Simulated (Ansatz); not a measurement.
# Loss of H2: C5H10O → C5H8O + H2

Species: C5H10O (cyclopentanol) `OC1CCCC1`, singlet; C5H8O `O=C1CCCC1`, singlet; H2 (hydrogen), singlet. 

Shapes, held fixed at every level: PBE0-D4/def2-TZVP. Flexible molecules stand in one conformer, not always the lowest. Programs: Ansatz 0.2.0. The zero-point and thermal change to 298 K, harmonic and unscaled (PBE0-D4/def2-TZVP), is -29.4 kJ/mol.

(1) Estimate ΔH(298 K) of this reaction.

## Answers

(1) The highest level, CCSD(T)/CBS estimate, gives ΔH(298 K) = +48.6 kJ/mol; the levels span +32.6 to +75.6. The column of differences is taken from that level and isn't an error. No measured value is set beside it here. The CBS estimate extrapolates MP2 from def2-TZVPP and def2-QZVPP and adds CCSD(T) − MP2 in the triple-zeta set, cores frozen; for H2 it overshoots the exact energy by about 1 mEh. Times are processor times on shared x86 and Arm servers, and rough.

```csv
level,kind,ΔH(298 K) (kJ/mol),less CCSD(T)/CBS estimate,CPU time (sum over the molecules)
HF/def2-SVP,Hartree–Fock,+35.8,-12.8,–
SPW92/def2-TZVPP,LDA,+75.6,+27.0,15 s
r2SCAN-D4/def2-TZVPP,meta-GGA,+38.9,-9.7,53 s
B3LYP-D4/def2-TZVPP,global hybrid,+32.6,-16.0,58 s
BHLYP-D4/def2-TZVPP,global hybrid,+47.4,-1.2,37 s
r2SCAN0-D4/def2-TZVPP,global hybrid,+52.0,+3.4,55 s
CCSD(T)/def2-SVP,coupled cluster or CI,+37.2,-11.4,2 min
CCSD(T)/CBS estimate,coupled cluster or CI,+48.6,0.0,77 min
```
